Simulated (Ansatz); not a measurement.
A run of Ansatz (development build ahead of 0.2.0) on singlet N₂H₂ at this shape:

```yaml
atoms:
  - { symbol: N, position_ang: [0.0000, 0.0001, -0.5666] }
  - { symbol: N, position_ang: [0.0000, -0.0001, 0.5666] }
  - { symbol: H, position_ang: [0.0000, 0.9161, -0.8410] }
  - { symbol: H, position_ang: [0.0000, -0.9161, 0.8410] }
```

Its results:

* Converged: yes
* Total energy: -110.02196 hartree
* Spin squared of the determinant: 0.000

Q: Which input gives this output? Name the method, the orbitals and the basis set, and write the input.

A: RHF in cc-pVTZ. An unrestricted run that stays on the closed shell gives the same numbers.

```yaml
crystal:
  periodic: [false, false, false]
  atoms:
    - { symbol: "N", position_ang: [0.0, 8.0e-05, -0.56658] }
    - { symbol: "N", position_ang: [0.0, -8.0e-05, 0.56658] }
    - { symbol: H, position_ang: [0.0, 0.91607, -0.841] }
    - { symbol: H, position_ang: [0.0, -0.91607, 0.841] }
basis:
  gaussian: { orbitals: cc-pVTZ }
hamiltonian:
  xc: hf
```

Caution: no unrestricted run beside it, a lower state can exist.
